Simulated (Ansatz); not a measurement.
Basis-set extrapolation for `C=C[SiH2]` radical (PBE0-D4/def2-TZVP geometry, frozen core, the Gaussian-basis code of Ansatz). Multiplicity 2, UHF reference.

```
                      def2-TZVPP   def2-QZVPP
                 HF  -367.557017  -367.569503
    MP2 correlation    -0.420532    -0.448836
CCSD(T) correlation    -0.486968      not run
```

Energies in hartree. Use E(X) = E(∞) + A·exp(−7.88·√X) for Hartree–Fock and E(X) = E(∞) + B·X^(−2.97) for correlation, with X = 3 and 4, and add CCSD(T) minus MP2 of the smaller set to the MP2 limit.

Problem. What is the CCSD(T) energy at the basis-set limit?

Solution. HF limit: -367.569503 + (-0.012486) × 0.13774 = -367.57122. MP2 limit: -0.448836 + (-0.028304) × 0.74074 = -0.46980. Higher-order term: -0.486968 − (-0.420532) = -0.06644. Total: -368.10746 hartree, 1.73 eV below CCSD(T)/def2-TZVPP.

The UHF reference is spin-contaminated (⟨S²⟩ = 0.90, T1 = 0.032).
